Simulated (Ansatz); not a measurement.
**Wavefunction methods compared: SiO (charge +1), doublet**

Program: Ansatz, Gaussian basis, development build; BCCD, MP3, OMP3 by scripts on PySCF. Settings: cc-pV(T+d)Z on Si, cc-pVTZ on O; 6 core orbitals frozen; no relativity. Perturbation and coupled-cluster methods stand on the Hartree–Fock determinant that coupled cluster favours; RHF here means ROHF, with semicanonical perturbation theory. The state met can change along the bond. 

Correlation energy of CCSD(T), then each method's total less that of CCSD(T), in eV:

```tsv
case	E corr CCSD(T)	MP2	MP3	UOMP3	CCSD	BCCD	BCCD(T)	determinant
1.542 Å RHF	-8.845	+1.243	+0.988	+0.634	+0.423	+0.541	-0.043	T1 = 0.097, 0.74 eV over the lowest such Hartree–Fock solution met
1.542 Å UHF	-8.584	+1.161	+0.914	+0.636	+0.415	+0.528	-0.036	T1 = 0.080, ⟨S²⟩ = 0.800, 0.60 eV over the lowest such Hartree–Fock solution met
1.851 Å RHF	-8.086	+0.936	+0.528	+0.438	+0.328	+0.368	-0.001	T1 = 0.032
1.851 Å UHF	-7.949	+0.943	+0.529	+0.437	+0.324	+0.364	-0.002	T1 = 0.030, ⟨S²⟩ = 0.768
```

Give CCSDT less CCSD(T). Is CCSD(T) good to 1 kcal/mol?

1.542 Å RHF: -0.061 eV (outside); 1.542 Å UHF: -0.063 eV (outside); 1.851 Å RHF: -0.034 eV (within); 1.851 Å UHF: -0.035 eV (within).

Several Brueckner solutions were met.
